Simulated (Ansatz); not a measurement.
A relaxed structure of Rh. Space group Fm-3m (No. 225), fcc (Cu type). All values below come from r2SCAN (plane waves to 500 eV, PAW, scalar-relativistic; Ansatz, an electronic-structure program).

Space group Fm-3m (No. 225); a = 3.800 Å, b = 3.800 Å, c = 3.800 Å, α = 90.00°, β = 90.00°, γ = 90.00°

```json
[
 {"atom": "Rh", "site": "4a", "symmetry": "m-3m", "x": "0.0000", "y": "0.0000", "z": "0.0000"}
]
```
(The calculation used a cell of 1 atom; values per cell refer to that cell.)

* **Volume per atom**: 13.72 Å³
* **Band gap**: zero (metallic)
* **Shortest distances**: Rh–Rh 2.69 Å
* **k-mesh**: 21×21×21

No spin polarisation in the result.

Measured for Rh: a 3.794 Å (static lattice; corrected from measurement; as listed in Daniel Mejia-Rodriguez, S. B. Trickey, Phys. Rev. B (2018)). Computed minus measured — a: r2SCAN +0.2 %. The computed values are for a static lattice.

The run could not lose the symmetry of its start; a randomly shaken copy of 2 atoms returns to this structure.
